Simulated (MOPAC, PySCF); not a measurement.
H2O, SMILES `O`, neutral singlet in the gas phase. 

Cartesian coordinates (Å):
```xyz
3

O      0.0008     0.3987     0.0000
H     -0.7546    -0.1981     0.0000
H      0.7538    -0.2012     0.0000
```
Charge 0, multiplicity 1.

All levels are single points at this geometry (PBE0-D4/def2-SVP); Pople sets use spherical d functions. Orbital energies aren't observables, and empty levels follow the basis.

B3LYP/6-311+G** in PySCF gives gap (eV) = 9.30.

Q: Estimate the gap (eV) from each of these levels: B3LYP-D3(BJ)/def2-TZVP in PySCF; PBE-D3(BJ)/def2-TZVP in PySCF; PBE0-D4/def2-TZVP in PySCF; B3LYP/3-21G in PySCF; B3LYP/6-31G* in PySCF; BP86/6-31G* in PySCF; M06-2X/6-31G* in PySCF; HF/3-21G in PySCF; HF/6-31G* in PySCF; HF/STO-3G in PySCF; PM3 in MOPAC; PM7 in MOPAC.

A: 
| level | gap (eV) |
|---|---|
| B3LYP-D3(BJ)/def2-TZVP in PySCF | 8.99 |
| PBE-D3(BJ)/def2-TZVP in PySCF | 6.92 |
| PBE0-D4/def2-TZVP in PySCF | 9.73 |
| B3LYP/3-21G in PySCF | 9.73 |
| B3LYP/6-31G* in PySCF | 9.73 |
| BP86/6-31G* in PySCF | 7.64 |
| M06-2X/6-31G* in PySCF | 13.46 |
| HF/3-21G in PySCF | 20.19 |
| HF/6-31G* in PySCF | 19.35 |
| HF/STO-3G in PySCF | 27.06 |
| PM3 in MOPAC | 16.40 |
| PM7 in MOPAC | 16.09 |
